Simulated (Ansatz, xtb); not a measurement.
# Isomers of C2H4FNO in order of energy

3 gas-phase structures of C2H4FNO, from a drawn sample of its isomers (lower ones may exist). Each was relaxed with GFN2-xTB:

A. `N[C@@]1(F)CO1`, a singlet
B. `N[C@@H]1O[C@@H]1F`, a singlet
C. `N[C@@H]1O[C@H]1F`, a singlet

Problem. Estimate their order in r2SCAN-D4/def2-SVP energy at these geometries, lowest first.

Solution. Calculated order at r2SCAN-D4/def2-SVP: B (0.0), A (0.4), C (1.1) kcal/mol. Less than 1 kcal/mol parts B and A; A and C, so the order within those pairs means little.

Energies above the lowest of each column, in kcal/mol; the last columns are at B3LYP/def2-SVP geometries:

```json
{"structure": "B", "GFN2-xTB": "2.2", "HF/STO-3G": "2.6", "r2SCAN-D4/def2-SVP": "0.0", "B3LYP/def2-SVP": "0.0", "CCSD(T)/def2-SVP + ΔMP2/def2-TZVPP": "0.1"}
{"structure": "A", "GFN2-xTB": "0.0", "HF/STO-3G": "0.0", "r2SCAN-D4/def2-SVP": "0.4", "B3LYP/def2-SVP": "0.4", "CCSD(T)/def2-SVP + ΔMP2/def2-TZVPP": "0.0"}
{"structure": "C", "GFN2-xTB": "1.7", "HF/STO-3G": "2.5", "r2SCAN-D4/def2-SVP": "1.1", "B3LYP/def2-SVP": "0.9", "CCSD(T)/def2-SVP + ΔMP2/def2-TZVPP": "0.7"}
```

CCSD(T)/def2-SVP + ΔMP2/def2-TZVPP has A and B and C within 1 kcal/mol of each other at the bottom, and every level picks one of them. CCSD(T)/def2-SVP + ΔMP2/def2-TZVPP orders those it was run on as A (0.0), B (0.1), C (0.7) kcal/mol. Less than 1 kcal/mol parts A and B; B and C, so the order within those pairs means little. Flexible structures stand in one conformer each, not always the lowest. ΔMP2 is the change of the MP2 energy from the smaller to the larger basis.

Programs: Ansatz 0.2.0, xtb 6.7.1.
